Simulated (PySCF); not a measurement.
# BH2 (SMILES [BH2]) at UM06-2X/cc-pVTZ

Aim: the vertical doublet–quartet gap of BH2 at UM06-2X/cc-pVTZ, from 2 runs. The job is set up through a Python script.

The calculation is run with PySCF 2.14.0.

2 further runs of the same task are left out: 2 set aside as unsound or not needed.

### 1 Starting point

The species is BH2 (3 atoms), meant as a doublet with charge 0. SMILES: `[BH2]`. The coordinates come from a GFN2-xTB relaxation.

Bond lengths: B1–H2 1.159 Å, B1–H3 1.159 Å. Angles: H2–B1–H3 128.4°.

### 2 The energy at UM06-2X/cc-pVTZ

File input.py:

```python
# [BH2]
from pyscf import gto, dft

system = gto.Mole()
system.atom = [
    ('B', (0.262840, -0.166230, 0.128640)),
    ('H', (0.280020, 0.985320, 0.260980)),
    ('H', (-0.542860, -0.819090, -0.389630)),
]
system.max_memory = 1860
system.spin = 1
system.verbose = 3
system.basis = 'cc-pvtz'
system.build()

mf = dft.UKS(system, xc='m06-2x')
mf.conv_tol = 1e-10
mf.grids.level = 5
mf.kernel()
if not mf.converged:
    mf = mf.newton().run(mf.mo_coeff, mf.mo_occ)

energy = mf.e_tot
print('E = %.10f Eh' % energy)
```

Command:

```sh
$ OMP_NUM_THREADS=1 python input.py
```

The program printed:

```text
WARN: HOMO -0.130420856928044 >= LUMO -0.130420856928046

converged SCF energy = -25.9221743409102  <S^2> = 0.75136114  2S+1 = 2.0013607
E = -25.9221743409 Eh
```

Run time: 9.6 s. Hardware: 1 thread of Arm Neoverse V2, shared host; peak memory 0.32 GiB.

### 3 The quartet

File calc.py:

```python
from pyscf import gto, dft

mol = gto.Mole()
mol.atom = '''
B      0.496696    -0.314129     0.243094
H      0.529161     1.861985     0.493181
H     -1.025857    -1.547856    -0.736294
'''
mol.spin = 3
mol.verbose = 3
mol.basis = 'cc-pvtz'
mol.unit = 'bohr'
mol.max_memory = 1860
mol.charge = 0
mol.build()

ks = dft.UKS(mol)
ks.xc = 'm06-2x'
ks.conv_tol = 1e-10
ks.grids.level = 5
ks.kernel()
if not ks.converged:
    ks = ks.newton().run(ks.mo_coeff, ks.mo_occ)

e_tot = ks.e_tot
print('E(%s) = %.9f' % ('M06-2X', e_tot))
```

Command:

```sh
$ OMP_NUM_THREADS=1 python calc.py
```

The program printed:

```text
WARN: HOMO -0.0870704120710872 >= LUMO -0.397193593273812

WARN: HOMO -0.24353020430795 >= LUMO -0.294257567945036

WARN: HOMO -0.230274344537277 >= LUMO -0.261875653190129

WARN: HOMO -0.231893436053248 >= LUMO -0.261263210507136

WARN: HOMO -0.230349012758126 >= LUMO -0.259957262334944

WARN: HOMO -0.230662002474867 >= LUMO -0.260177938608876

WARN: HOMO -0.230656693152352 >= LUMO -0.260160187626611

WARN: HOMO -0.230659046638362 >= LUMO -0.260162982107125

WARN: HOMO -0.230660549699234 >= LUMO -0.260163152323503

WARN: HOMO -0.230660239137065 >= LUMO -0.260162707204754

WARN: HOMO -0.230660248762574 >= LUMO -0.260162613546215

converged SCF energy = -25.7171452432768  <S^2> = 3.753503  2S+1 = 4.0017511
E(M06-2X) = -25.717145243
```

Wall time 9.6 s (1 thread of Arm Neoverse V2, shared host); peak memory 0.32 GiB.

### 4 Results

Level: UM06-2X/cc-pVTZ.

| quantity | value |
| --- | --- |
| doublet: total energy | -25.92217 Eh |
| doublet: dipole moment | 0.45 D |
| doublet: HOMO energy (highest over α and β) | -7.01 eV |
| doublet: LUMO energy (lowest over α and β) | -1.86 eV |
| doublet: ⟨S²⟩ | 0.751 |
| quartet: total energy | -25.71715 Eh |
| quartet: dipole moment | 1.24 D |
| quartet: HOMO energy (highest over α and β) | -6.28 eV |
| quartet: ⟨S²⟩ | 3.754 |
| vertical energy of the quartet above the doublet | 5.579 eV |

In words: At this shape the quartet lies 5.58 eV (538 kJ/mol) above the doublet.
